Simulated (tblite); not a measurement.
Species: C4H11P2 (charge +1).
Cartesian coordinates in Å at the GFN2-xTB level; atoms count from 1:
```
atom  x, y, z in Å
C1     3.0297   -0.6330    0.5312
P2     2.2826    0.7566   -0.4213
C3     0.5276    0.5830   -0.0577
C4    -0.1249   -0.5737    0.1545
P5    -1.8899   -0.7001    0.3006
C6    -2.7748    0.8612    0.1588
H7     4.0973   -0.4395    0.6200
H8     2.5964   -0.7203    1.5258
H9     2.9100   -1.5680   -0.0140
H10    2.4662    1.7848    0.5075
H11   -0.0357    1.5041   -0.1573
H12    0.4037   -1.5154    0.2349
H13   -2.3996   -1.5789   -0.6331
H14   -2.2231   -1.2910    1.5022
H15   -2.5844    1.3054   -0.8202
H16   -3.8464    0.6889    0.2687
H17   -2.4415    1.5480    0.9390
```

All values are computed: GFN2-xTB (tblite) harmonic vibrations without scaling, gas phase. This tight-binding method is rough: wavenumbers can miss measured ones by several per cent, in bad cases by 10 to 20. Modes of hydrogen on phosphorus can be 10 to 20 % off. One conformer, not necessarily the lowest.

Harmonic wavenumbers (cm⁻¹): 49.8, 109.4, 128.2, 154.0, 183.2, 190.2, 213.6, 309.8, 355.6, 511.9, 622.2, 685.5, 716.3, 728.0, 741.8, 757.4, 808.4, 821.4, 859.4, 887.3, 924.2, 943.1, 956.4, 968.4, 1041.4, 1142.4, 1238.7, 1312.5, 1323.1, 1386.2, 1389.0, 1424.5, 1445.4, 1527.9, 2275.9, 2389.7, 2404.2, 2982.2, 2986.0, 2993.5, 3007.4, 3014.6, 3027.1, 3027.5, 3035.6.

A = 5735, B = 889.9, C = 796.4 MHz; mass 121.034 u (most abundant isotopes); point group C1, symmetry number 1.

Zero-point energy?

½Σν̃ = 29000 cm⁻¹ = 82.92 kcal/mol.

What is S at 200 K and 1 bar for an ideal gas of classical rigid rotors and harmonic oscillators?

Translation 38.33, rotation 27.57, vibration 17.33: S = 83.2 cal/(mol K).

And Cp and H(200 K) − H(0)?

Cp = 26.97 cal/(mol K), of which vibrations give 19.02 (their classical limit is 45 R = 89.4); H(200 K) − H(0) = 3.53 kcal/mol without the zero-point energy, 1.94 from vibrations.

Blend soft modes into free rotors: weight 1/[1 + (100 cm⁻¹/ν̃)⁴] for the oscillator and the rest for a rotor with moment μB/(μ + B), μ = h/(8π²ν), B = 10⁻⁴⁴ kg m². What vibrational entropy results?

16.53 cal/(mol K) in place of 17.33, which changes −T·S at 200 K by +0.16 kcal/mol.

Which modes carry the vibrational entropy at 200 K?

49.8 cm⁻¹: 4.04; 109.4 cm⁻¹: 2.51; 128.2 cm⁻¹: 2.22; 154.0 cm⁻¹: 1.88; 183.2 cm⁻¹: 1.58; 190.2 cm⁻¹: 1.51 cal/(mol K); the other 39 give 3.59 together.

Hindered rotation and anharmonicity are outside this model. Other conformers, if any are populated, would add a mixing term that is left out. The structure is chiral; the term R ln 2 for an equal mix with its mirror image is left out.

On one thread of an Arm Neoverse V2, shared host with 192 logical CPUs at a one-minute load of 67, this took 0.46 s wall. The figure is for the frequency step alone.
